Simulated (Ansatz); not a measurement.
Mulliken charges of `Fc1cccs1` from B3LYP/def2-TZVPP in Ansatz (PBE0-D4/def2-TZVP geometry).

```
atom   x (Å)   y (Å)   z (Å)  charge (e)
  F1   1.979   0.832  -1.513      -0.188
  C2   0.936   0.502  -0.767       0.188
  C3   0.746  -0.665  -0.105      -0.158
  C4  -0.492  -0.653   0.590      -0.164
  C5  -1.186   0.505   0.432      -0.120
  S6  -0.351   1.618  -0.569       0.051
  H7   1.455  -1.481  -0.118       0.132
  H8  -0.851  -1.481   1.187       0.130
  H9  -2.145   0.776   0.845       0.129
```

Problem. By hand: the dipole of these point charges (1 e Å = 4.8032 D).

Solution. Σ q r = (-0.304, -0.116, 0.227) e Å, of length 0.397 e Å = 1.91 D.

Problem. How does the dipole of the full density compare? (Estimate.)

Solution. The calculation gave: (-0.204, -0.140, 0.182) e Å, 1.48 D; the point charges give 1.29 times that, at 11° from its direction.

Point charges leave out the atoms' own dipoles, such as those of lone pairs, and Mulliken's split depends on the basis, so the two needn't agree.

B3LYP here is the variant with VWN-RPA as its local correlation; programs differ in this.
